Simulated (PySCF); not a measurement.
**Spin-rotation constants: `InChI=1S/C4H5P2/c1-4-5-2-3-6-4/h2-3H,1H3/q-1`, charge -1**

Cartesian coordinates in Å; atom numbers follow the order of the lines, from 1:
```xyz
11

C    -2.070   -0.126    0.083
C    -0.568   -0.029    0.018
P     0.435   -1.374    0.480
C     1.925   -0.529    0.150
C     1.831    0.755   -0.307
P     0.233    1.423   -0.515
H    -2.366   -1.115    0.437
H    -2.516    0.039   -0.901
H    -2.483    0.624    0.762
H     2.880   -1.021    0.308
H     2.705    1.356   -0.538
```

Total charge -1.

Theory: GIAO PBE/aug-pcSseg-1 magnetisability, rotational g tensor and spin-rotation constants, non-relativistic, gas phase in PySCF 2.14.0. Geometry: GFN2-xTB.

For an ion the centre-of-mass motion in the field is neglected.

Problem. Give the nuclear spin-rotation constants along the inertial axes (H = +C I·J) beside the isotropic shieldings.

Solution. Rotational constants 3.2679, 2.9005, 1.5514 GHz. A star marks the isotopologue with that one atom substituted, in its own axes.
| atom | isotope | Caa (kHz) | Cbb (kHz) | Ccc (kHz) | mean (kHz) | σ (ppm) |
| --- | --- | --- | --- | --- | --- | --- |
| P3 | 31P | 7.710 | 6.246 | 2.413 | 5.456 | 144.8 |
| P6 | 31P | 7.996 | 6.215 | 2.268 | 5.493 | 147.2 |
| H7 | 1H | -0.203 | 0.099 | -0.131 | -0.078 | 28.4 |
| H8 | 1H | -0.212 | -0.163 | 0.023 | -0.117 | 28.1 |
| H9 | 1H | -0.213 | -0.166 | 0.025 | -0.118 | 28.1 |
| H10 | 1H | 0.245 | -0.051 | -0.137 | 0.019 | 24.1 |
| H11 | 1H | 0.283 | -0.068 | -0.134 | 0.027 | 23.7 |
| C1 | 13C* | 0.456 | 0.508 | 0.256 | 0.406 | 158.5 |
| C2 | 13C* | 2.138 | 1.165 | 0.243 | 1.182 | 0.6 |
| C4 | 13C* | 1.464 | 1.102 | 0.274 | 0.947 | 44.7 |

For the geometry as given, no vibrational averaging.

Problem. How do the rotational constants and the g tensor change when H7, H8, H9, H10, H11 are replaced by deuterium?

Solution. Constants 3.1385, 2.3929, 1.3810 GHz; g -0.0919, -0.0561, 0.0007, against -0.0957, -0.0679, 0.0008 before.
